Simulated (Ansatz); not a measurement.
Mulliken charges of `[SiH2][SiH2]Cl` radical from PBE/def2-TZVPP in Ansatz (PBE0-D4/def2-TZVP geometry).

```tsv
atom	x (Å)	y (Å)	z (Å)	charge (e)
Si1	-1.305	0.197	-0.490	0.044
Si2	0.776	-0.078	0.507	0.306
Cl3	0.894	-2.005	1.232	-0.220
H4	-1.569	-0.750	-1.605	-0.020
H5	-1.581	1.598	-0.913	-0.027
H6	0.925	0.861	1.647	-0.043
H7	1.920	0.109	-0.423	-0.041
```

**Question.** By hand: the dipole of these point charges (1 e Å = 4.8032 D).

**Answer.** Σ q r = (-0.061, 0.356, -0.134) e Å, of length 0.385 e Å = 1.85 D.

**Question.** How does the dipole of the full density compare? (An estimate is asked.)

**Answer.** Computed: (-0.056, 0.219, -0.102) e Å, 1.19 D; the point charges give 1.55 times that, at 6° from its direction.

Point charges leave out the atoms' own dipoles, such as those of lone pairs, and Mulliken's split depends on the basis, so the two needn't agree.
